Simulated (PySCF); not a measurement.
# A PySCF run on OF⁻

State: ¹Σ⁺ (singlet), closed shell.

An equivalent input (the run itself took its basis sets from the Basis Set Exchange, started from a PBE0 density and held the occupation σ 5α 5β, πx 2α 2β, πy 2α 2β):

```python
from pyscf import gto, scf, cc
mol = gto.M(atom='O 0 0 0; F 0 0 1.503', basis={'O': 'aug-pcseg-1', 'F': 'aug-pcseg-1'},
            charge=-1, spin=0, verbose=4, symmetry='C2v')
mf = scf.RHF(mol)
mf.irrep_nelec = {'A1': 10, 'B1': 4, 'B2': 4}
mf.conv_tol = 1e-9
mf.max_cycle = 60
mf.diis_space = 10
mf.kernel()
mycc = cc.CCSD(mf, frozen=[0, 1])
mycc.run(conv_tol=1e-7, conv_tol_normt=1e-5, max_cycle=80, diis_space=8)
et = mycc.ccsd_t()
```

The SCF ended at -174.11417118 hartree. The coupled-cluster part of the log:

```
******** <class 'pyscf.cc.ccsd.CCSD'> ********
CC2 = 0
CCSD nocc = 7, nmo = 44
frozen orbitals [0, 1]
max_cycle = 80
direct = 0
conv_tol = 1e-07
conv_tol_normt = 1e-05
diis_space = 8
diis_start_cycle = 0
diis_start_energy_diff = 1e+09
Init t2, MP2 energy = -174.512405613266  E_corr(MP2) -0.398234435241288
Init E_corr(CCSD) = -0.398234435241388
cycle = 1  E_corr(CCSD) = -0.386333229626547  dE = 0.0119012056  norm(t1,t2) = 0.0840209
cycle = 2  E_corr(CCSD) = -0.404343881164886  dE = -0.0180106515  norm(t1,t2) = 0.0307022
cycle = 3  E_corr(CCSD) = -0.402957399420267  dE = 0.00138648174  norm(t1,t2) = 0.0203339
cycle = 4  E_corr(CCSD) = -0.406313730603607  dE = -0.00335633118  norm(t1,t2) = 0.00969075
cycle = 5  E_corr(CCSD) = -0.40638403534491  dE = -7.03047413e-05  norm(t1,t2) = 0.00192728
cycle = 6  E_corr(CCSD) = -0.406242407911426  dE = 0.000141627433  norm(t1,t2) = 0.00104531
cycle = 7  E_corr(CCSD) = -0.406234108493746  dE = 8.29941768e-06  norm(t1,t2) = 0.000266434
cycle = 8  E_corr(CCSD) = -0.406255092204403  dE = -2.09837107e-05  norm(t1,t2) = 0.000108672
cycle = 9  E_corr(CCSD) = -0.406258352689574  dE = -3.26048517e-06  norm(t1,t2) = 3.69473e-05
cycle = 10  E_corr(CCSD) = -0.406256645946642  dE = 1.70674293e-06  norm(t1,t2) = 1.27489e-05
cycle = 11  E_corr(CCSD) = -0.40625653877749  dE = 1.07169153e-07  norm(t1,t2) = 5.16124e-06
cycle = 12  E_corr(CCSD) = -0.406256751503459  dE = -2.1272597e-07  norm(t1,t2) = 1.58254e-06
cycle = 13  E_corr(CCSD) = -0.406256690463406  dE = 6.10400532e-08  norm(t1,t2) = 6.19947e-07
CCSD converged
E(CCSD) = -174.520427868488  E_corr = -0.4062566904634061
CCSD(T) correction = -0.0135952740129102
```

T1 diagnostic 0.029, D1 0.071, 14 electrons correlated.

Repeating this along the bond gives Re = 1.559 Å and ωe = 716 cm⁻¹.

A point of this curve took 1.3 CPU seconds beside 0.031 for the integrals, on Arm Neoverse V1 (shared host).

Correlated steps freeze 2 core orbitals. The CCSD T1 diagnostic is raised, a sign that a single reference may not be enough here.
